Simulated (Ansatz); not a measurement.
Cohesive energy of some elemental solids other than molecular ones

Method: LC-ωPBE (Ansatz, a program for electronic structure, PAW). References are measured values corrected to a static lattice or taken at low temperature (these still hold zero-point motion). The table is a random draw of 14 from 15 solids with such references.

Values in eV/atom.

```tsv
solid	reference	LC-ωPBE	error (eV/atom)
bcc Li	1.67*	1.40	-0.27
bcc Rb	0.86*	0.62	-0.24
fcc Sr	1.73*	1.56	-0.17
bcc Na	1.12*	0.91	-0.21
fcc Ca	1.86*	1.73	-0.13
diamond-structure Ge	3.92*	3.66	-0.26
bcc Ba	1.91*	1.46	-0.45
hcp Zn	1.38*	1.42	+0.04
hcp Cd	1.18*	1.15	-0.03
diamond-structure Si	4.68*	4.56	-0.12
bcc K	0.94*	0.72	-0.22
bcc Cs	0.81*	0.55	-0.26
hcp Be	3.32	3.72	+0.40
diamond	7.55*	7.66	+0.11
```

Over these 14 solids the mean error is -0.13 eV/atom, the mean absolute error 0.21 eV/atom (median 0.22 eV/atom), and the worst case bcc Ba at -0.45 eV/atom; the value is below the reference in 11 of 14 cases. Over all 15, from unrounded values, the mean error is -0.16 eV/atom and the mean absolute error 0.23 eV/atom (median 0.22 eV/atom).

A star marks references brought to a static lattice; the others are low-temperature values that still hold zero-point motion, which matters most for light elements.

Spin–orbit coupling is left out, also for the solids with elements from indium on (bcc Ba, bcc Cs); its size isn't shown.

Exact exchange on metals is sensitive to the k mesh.

Differences are worked out from the printed values.

Free atoms are spin-polarised, in the lowest state found; at levels without +SOC their spin–orbit coupling is left out. Each level is taken at its own relaxed cell. Caveats: the cell is over a tenth larger than the published one: the level's own overestimate first of all, though another phase or state, or a fault of the published cell, is possible (bcc Ba, bcc Cs). Ansatz's density-functional and Hartree–Fock values are scalar-relativistic unless marked +SOC, with PAW data made under PBE.

Ansatz's runs of these crystals have no spin polarisation.

Not in this set, of the elemental solids other than molecular ones with a reference value in our tables and a result at some level: 18 for no value at LC-ωPBE (not run, a failed fit, an unstable or unbound cell, or a value held back for tests); 11 for a doubt noted on the run at LC-ωPBE; 4 for the spin–orbit terms of free Br, In, Sn, Te, I and atoms past barium, a cut that leaves lighter open-shell atoms' terms in the errors; 1 for sources at odds. These can be a level's best or worst cases. Solids without a released value at any level aren't counted. Layered and molecular crystals are counted apart. The metals Ce to Yb are counted apart.

References as tabulated in Mejia-Rodriguez and Trickey (2018), arXiv:1807.09216; Csonka et al. (2009), arXiv:0903.4037; Jana et al. (2018), arXiv:1807.00350; Sun et al. (2011), doi:10.1103/physrevb.84.035117 and others.
